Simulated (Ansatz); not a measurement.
Barrier from O (triplet) + HCl (SMILES Cl) to the saddle point below; all geometries are those of the HTBH38 set.
```
O
H 1 1.2004
Cl 2 1.4706 1 136.51
```
Charge 0, spin multiplicity 3.

Total energies in hartree (Ansatz, a first-principles code). Radicals and triplets start from unrestricted determinants; spin-orbit coupling is neglected. Cores are frozen in correlated methods. No relativity. The UHF reference of ClHO (saddle point or complex, triplet) is spin-contaminated (<S^2> up to 0.03 over the pure value in the sets run).

```tsv
species	HF/aug-cc-pV(T+d)Z	CCSD(T)/aug-cc-pV(T+d)Z	HF/aug-cc-pV(Q+d)Z	CCSD(T)/aug-cc-pV(Q+d)Z	CCSD(T)/aug-cc-pV(D+d)Z	CCSDT(Q)/aug-cc-pV(D+d)Z
1: O (triplet)	-74.81298	-74.97895	-74.81763	-74.99527	-74.92565	-74.92599
2: HCl (chlorane, SMILES Cl)	-460.10865	-460.34571	-460.11202	-460.36583	-460.27960	-460.28035
3: ClHO (complex or saddle point, triplet)	-534.86941	-535.30710	-534.87727	-535.34400	-535.18614	-535.18929
```

**Question.** Work out the barrier height (electronic, no zero-point energy) in kJ/mol: take Hartree-Fock from aug-cc-pV(Q+d)Z, extrapolate the CCSD(T) correlation energy as X^-3 (X = 3, 4), and add CCSDT(Q) - CCSD(T) in aug-cc-pV(D+d)Z. 1 hartree = 2625.5 kJ/mol.

**Answer.** 
Species 1: correlation (64·(-0.17764) - 27·(-0.16597))/37 = -0.18616; step -0.00034; E1 = -74.81763 + (-0.18616) + (-0.00034) = -75.00413
Species 2: correlation (64·(-0.25381) - 27·(-0.23706))/37 = -0.26603; step -0.00075; E2 = -460.11202 + (-0.26603) + (-0.00075) = -460.37880
Species 3: correlation (64·(-0.46673) - 27·(-0.43769))/37 = -0.48792; step -0.00315; E3 = -534.87727 + (-0.48792) + (-0.00315) = -535.36834
-1·E1 -1·E2 +1·E3 = 0.01459 hartree = 38.3 kJ/mol. Published benchmark value: 9.8 kcal/mol (Zhao et al., J. Phys. Chem. A 109, 2012 (2005), HTBH38), a best estimate, not a measurement. The composite differs from it by -2.7 kJ/mol; core, relativistic and spin-orbit terms are not in it.
